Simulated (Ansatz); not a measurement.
Ideal-gas functions of C₂H₃NS (`SC1=NC1`) at 500 K and 1 bar, from an Ansatz frequency run at PBE0-D4/def2-TZVP.

Molar mass 73.12 g/mol, point group Cs (symmetry number 1), electronic degeneracy 1, moments of inertia 20.681, 128.284, 145.536 u Å². Harmonic wavenumbers (cm⁻¹, unscaled): 254, 313, 401, 561, 840, 946, 991, 1054, 1114, 1321, 1506, 1791, 2718, 3097, 3185.

Use S(trans) = R[1.5 ln M + 2.5 ln T − 1.1517]; rotational temperatures θ = 24.2544 K / I; S(rot) = R[ln(√π/σ · √(T³/θAθBθC)) + 1.5]; for each mode x = 1.438777 ν̃/T, S = R[x/(eˣ − 1) − ln(1 − e⁻ˣ)] and H = RT x/(eˣ − 1); 1 cm⁻¹ = 0.0119627 kJ/mol; R = 8.31446 J/(mol·K).

Task: By hand: the entropy, in J/(mol·K).

Result: Translation 173.1. Rotation: θ = 1.1728, 0.1891, 0.1667 K, giving 108.4. Vibration, mode by mode: 11.10, 9.46, 7.57, 5.18, 2.74, 2.16, 1.95, 1.69, 1.47, 0.91, 0.59, 0.30, 0.03, 0.01, 0.01, in all 45.2. Electronic 0.0. Sum 326.7 J/(mol·K).

Task: By hand: H − E and G − E in kJ/mol, counted from the electronic energy.

Result: Zero-point energy ½ × 20092 × 0.0119627 = 120.2; thermal vibration 13.7; translation, rotation and pV give 4 RT = 16.6. H − E = 150.5 kJ/mol, and G − E = 150.5 − 500 × 326.7/1000 = -12.8 kJ/mol.

Vibration gives 14 % of the entropy. The sum counts one conformer and one mirror image; others add a mixing term.
